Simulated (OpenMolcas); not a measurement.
How the cost of ROCCSD(T) grows with the basis: triplet F2

The species is F2 (2 atoms), meant as a triplet with charge 0. SMILES of the parent species: `FF`. The coordinates come from a PBE0-D4/def2-TZVP relaxation. That shape belongs to the parent species and isn't relaxed for this state.

ROCCSD(T), 2 core orbitals frozen, energy, OpenMolcas 26.06, on 1 thread of Intel Xeon Platinum 8488C (Sapphire Rapids), shared host. N is the number of basis functions, t the processor time.

| basis | N | t (s) | ln N | ln t |
| --- | --- | --- | --- | --- |
| def2-SVP | 28 | 4.4 | 3.332 | 1.482 |
| def2-SVPD | 46 | 8.5 | 3.829 | 2.140 |
| def2-TZVP | 62 | 15 | 4.127 | 2.708 |
| def2-TZVPD | 80 | ? | 4.382 | ? |

Task: Fit t = C·Nᵖ to the known rows and estimate the time in def2-TZVPD.

Result: 
1. Means of the 3 rows: ln N = 3.76267, ln t = 2.1100.
2. Σ(Δln N)² = 0.32261, Σ(Δln N·Δln t) = 0.49032, so the slope is 0.49032/0.32261 = 1.5199.
3. Intercept: 2.1100 − (1.5199) × 3.76267 = -3.6089. The largest residual of the fit is 0.071.
4. ln t = -3.6089 + 1.5199 × 4.382, so t ≈ 21 s.

The run took 34 s, so the estimate is too short by a factor of about 1.6. The fitted power is 1.5, with the electron count fixed. Fixed start-up costs flatten the line at the short runs, so it runs low for the long one.
